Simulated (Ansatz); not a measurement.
Born–Oppenheimer molecular dynamics of CH5 (6 atoms, charge 0, multiplicity 2). It starts from a rough guess of a transition structure, not a stationary point.

All numbers below come from Ansatz 0.2.0, UKS B3LYP-D4/6-31G*.

```yaml
ensemble: NVE (velocity Verlet)
time_step: 0.5 fs
steps_asked: 150
starting_velocities_drawn_for: 100 K
seed: 934520
```

Frames 2.5 fs apart, positions in Å, forces in eV/Å.

Velocities at 35.0 fs (Å/ps):

```
H 3.91 -6.11 -6.95
H -52.99 -52.57 17.28
C 2.16 3.66 -2.04
H 1.19 2.60 5.34
H 11.25 7.60 1.10
H 10.93 4.89 7.51
```

```xyz
6
Properties=species:S:1:pos:R:3:forces:R:3 time_fs=35.0 energy_less_start_eV=-0.295 T=673
H -0.385 -0.266 -0.129 -2.69 -2.26 -0.11
H -2.390 -2.320 0.647 0.01 0.01 0.00
C 0.401 0.373 -0.077 1.71 1.34 -0.18
H 1.303 -0.223 -0.006 0.47 0.06 -0.10
H 0.356 0.982 -0.973 0.38 0.28 -0.19
H 0.269 0.973 0.801 0.12 0.56 0.58
6
Properties=species:S:1:pos:R:3:forces:R:3 time_fs=37.5 energy_less_start_eV=-0.441 T=949
H -0.434 -0.330 -0.148 0.20 0.33 0.10
H -2.522 -2.451 0.691 0.01 0.01 0.00
C 0.410 0.384 -0.082 -0.62 -0.46 0.43
H 1.319 -0.214 0.003 0.20 0.15 -0.18
H 0.395 1.008 -0.976 0.22 0.08 -0.02
H 0.299 0.996 0.829 -0.01 -0.12 -0.34
6
Properties=species:S:1:pos:R:3:forces:R:3 time_fs=40.0 energy_less_start_eV=-0.302 T=685
H -0.483 -0.383 -0.162 1.76 1.77 0.19
H -2.654 -2.582 0.733 0.01 0.01 0.00
C 0.416 0.394 -0.085 -1.29 -1.32 0.42
H 1.345 -0.196 0.003 -0.25 0.22 -0.18
H 0.446 1.038 -0.978 -0.05 -0.25 0.27
H 0.328 1.014 0.840 -0.17 -0.43 -0.69
6
Properties=species:S:1:pos:R:3:forces:R:3 time_fs=42.5 energy_less_start_eV=-0.411 T=892
H -0.437 -0.340 -0.166 0.79 0.94 0.05
H -2.785 -2.712 0.776 0.01 0.01 0.00
C 0.416 0.398 -0.086 0.00 -0.68 -0.16
H 1.360 -0.166 -0.008 -0.22 0.01 -0.08
H 0.495 1.056 -0.967 -0.28 -0.26 0.18
H 0.346 1.011 0.816 -0.29 -0.01 0.01
6
Properties=species:S:1:pos:R:3:forces:R:3 time_fs=45.0 energy_less_start_eV=-0.304 T=690
H -0.359 -0.253 -0.168 -2.48 -1.92 -0.35
H -2.916 -2.842 0.819 0.00 0.00 0.00
C 0.417 0.399 -0.088 2.99 1.78 -0.18
H 1.363 -0.137 -0.024 0.14 -0.35 0.08
H 0.527 1.059 -0.947 -0.37 0.07 -0.25
H 0.348 1.007 0.791 -0.28 0.42 0.70
6
Properties=species:S:1:pos:R:3:forces:R:3 time_fs=47.5 energy_less_start_eV=-0.411 T=891
H -0.398 -0.255 -0.187 -0.71 -0.59 -0.17
H -3.047 -2.972 0.861 0.00 0.00 0.00
C 0.431 0.407 -0.090 0.96 0.75 0.26
H 1.372 -0.127 -0.035 0.20 -0.47 0.19
H 0.538 1.066 -0.940 -0.33 0.28 -0.47
H 0.334 1.023 0.802 -0.12 0.03 0.19
6
Properties=species:S:1:pos:R:3:forces:R:3 time_fs=50.0 energy_less_start_eV=-0.329 T=737
H -0.479 -0.293 -0.216 1.88 1.30 0.21
H -3.178 -3.101 0.903 0.00 0.00 0.00
C 0.450 0.419 -0.092 -1.49 -0.65 0.13
H 1.390 -0.144 -0.035 -0.27 -0.13 0.16
H 0.530 1.087 -0.958 -0.22 -0.06 0.02
H 0.313 1.041 0.823 0.09 -0.47 -0.52
6
Properties=species:S:1:pos:R:3:forces:R:3 time_fs=52.5 energy_less_start_eV=-0.360 T=797
H -0.462 -0.263 -0.234 1.62 1.01 0.26
H -3.308 -3.231 0.946 0.00 0.00 0.00
C 0.462 0.429 -0.093 -1.38 -0.64 -0.45
H 1.393 -0.167 -0.025 -0.49 0.25 0.04
H 0.509 1.104 -0.974 0.05 -0.34 0.46
H 0.297 1.034 0.818 0.20 -0.28 -0.32
6
Properties=species:S:1:pos:R:3:forces:R:3 time_fs=55.0 energy_less_start_eV=-0.381 T=833
H -0.362 -0.184 -0.239 -1.44 -1.30 -0.17
H -3.439 -3.360 0.988 0.00 0.00 0.00
C 0.469 0.436 -0.096 0.90 0.77 -0.44
H 1.371 -0.178 -0.014 0.02 0.22 -0.04
H 0.492 1.104 -0.967 0.37 -0.02 0.16
H 0.292 1.012 0.797 0.15 0.33 0.49
6
Properties=species:S:1:pos:R:3:forces:R:3 time_fs=57.5 energy_less_start_eV=-0.333 T=744
H -0.337 -0.172 -0.253 -1.94 -1.58 -0.23
H -3.569 -3.489 1.030 0.00 0.00 0.00
C 0.478 0.446 -0.101 0.68 0.81 0.26
H 1.350 -0.178 -0.004 0.65 -0.05 -0.07
H 0.495 1.104 -0.951 0.50 0.46 -0.43
H 0.297 1.007 0.801 0.11 0.35 0.47
6
Properties=species:S:1:pos:R:3:forces:R:3 time_fs=60.0 energy_less_start_eV=-0.376 T=826
H -0.408 -0.240 -0.277 1.17 0.97 0.31
H -3.699 -3.618 1.073 0.00 0.00 0.00
C 0.491 0.459 -0.105 -1.98 -1.14 0.33
H 1.363 -0.178 0.002 0.34 0.11 -0.12
H 0.527 1.128 -0.957 0.34 0.20 -0.17
H 0.308 1.021 0.829 0.13 -0.14 -0.35
6
Properties=species:S:1:pos:R:3:forces:R:3 time_fs=62.5 energy_less_start_eV=-0.309 T=699
H -0.423 -0.261 -0.284 1.75 1.53 0.34
H -3.829 -3.748 1.115 0.00 0.00 0.00
C 0.494 0.468 -0.107 -1.51 -1.31 -0.11
H 1.395 -0.170 0.000 -0.34 0.44 -0.15
H 0.579 1.161 -0.971 0.03 -0.40 0.51
H 0.327 1.028 0.839 0.07 -0.26 -0.58
```

Of the whole run (75 fs, mean temperature of the second half 790 K): The conserved energy stayed within 0.35 meV per atom of its start (net change -0.19 meV per atom), so the integration is sound. The system heated up, since it started high on the potential surface and ran downhill. A run of 0.075 ps of so small a system gives no equilibrium averages.

Time of the run: 70 s on 1 thread of Arm Neoverse V2, on a shared host, peak memory 0.08 GiB.
